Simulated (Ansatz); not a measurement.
Process, species as SMILES: [CH3] (CH3) → C atom + 3 H atom
B3LYP-D3(BJ)/def2-TZVP geometries, fixed; electronic energies without zero-point terms.

The atomisation energy at MP2 with Ansatz (a first-principles code), in kcal/mol, split into its Hartree-Fock and correlation parts. Cores are frozen. Open shells are unrestricted. No added dispersion term, no relativity. Functions are those of the species that has most.

```csv
basis,X,functions,Hartree-Fock,MP2
aug-cc-pVDZ,2,50,238.48,287.80
aug-cc-pVTZ,3,115,242.65,300.74
aug-cc-pVQZ,4,218,242.96,303.72
```

Worked estimate of the basis-set limit from each neighbouring pair, with Hartree-Fock from the larger set and the correlation part extrapolated as X^-3.
Correlation parts: X = 2: 49.32, X = 3: 58.09, X = 4: 60.76.
- (2,3): (27·(58.09) - 8·(49.32))/19 = 61.78; with Hartree-Fock 242.65 the estimate is 304.43 kcal/mol.
- (3,4): (64·(60.76) - 27·(58.09))/37 = 62.71; with Hartree-Fock 242.96 the estimate is 305.67 kcal/mol.
The last two estimates differ by 1.24 kcal/mol; the largest set lies 1.95 from the last. Over the last step Hartree-Fock moves by 0.31 and the correlation part by 2.67.
